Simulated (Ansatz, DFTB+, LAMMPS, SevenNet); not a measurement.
Ladder of methods for the equilibrium lattice constant a of hcp Re

Reference value: 2.761 Å (measured, 293 K, no zero-point or thermal correction; as tabulated in Wikipedia's data pages).

```tsv
level (code)	value (Å)
Lennard-Jones uff-vdw (LAMMPS)	2.871
GFN1-xTB (DFTB+)	2.912
SevenNet-l3i5 (SevenNet)	2.784
LDA (Ansatz)	2.738
PBE (Ansatz)	2.775
PBE+SOC (Ansatz)	(withheld)
PBE-D4 (Ansatz)	2.759
rVV10 (Ansatz)	(withheld)
r²SCAN-D4 (Ansatz)	2.755
r²SCAN+rVV10 (Ansatz)	2.753
HSE06 (Ansatz)	(withheld)
PBE0 (Ansatz)	(withheld)
```

Task: Fill in the missing entries.

Result: 
- PBE+SOC (Ansatz, an electronic-structure program), value (Å): 2.778
- rVV10 (Ansatz), value (Å): 2.796
- HSE06 (Ansatz), value (Å): 2.745
- PBE0 (Ansatz), value (Å): 2.750

Differences against the reference: Lennard-Jones uff-vdw +3.98 %, GFN1-xTB +5.47 %, SevenNet-l3i5 +0.83 %, LDA -0.83 %, PBE +0.51 %, PBE+SOC +0.62 %, PBE-D4 -0.07 %, rVV10 +1.27 %, r²SCAN-D4 -0.22 %, r²SCAN+rVV10 -0.29 %, HSE06 -0.58 %, PBE0 -0.40 %.

Leaving aside Lennard-Jones uff-vdw, which can be fitted to such values or carry a doubt: The reference is not for a static lattice or low temperature, so close values are not ranked against it. Off by more than 1.25 % (a bound picked here): GFN1-xTB (+5.47 %), rVV10 (+1.27 %).

The measured value isn't corrected to a static lattice, so vibrations enter the comparison. A static lattice is as a rule a little smaller than the measured one.  Density-functional levels without +SOC have no spin–orbit coupling. Lennard-Jones uff-vdw: this is a force field's van der Waals term alone, without bonds or charges. GFN1-xTB: the method was fitted mainly to molecules. Cutoffs and k meshes differ between the levels. Ansatz's density-functional and Hartree–Fock values are scalar-relativistic unless marked +SOC, with PAW data made under PBE.

Machine-learned potentials (SevenNet-l3i5) are trained on DFT data, which may include these solids.

Differences are worked out from the printed values.
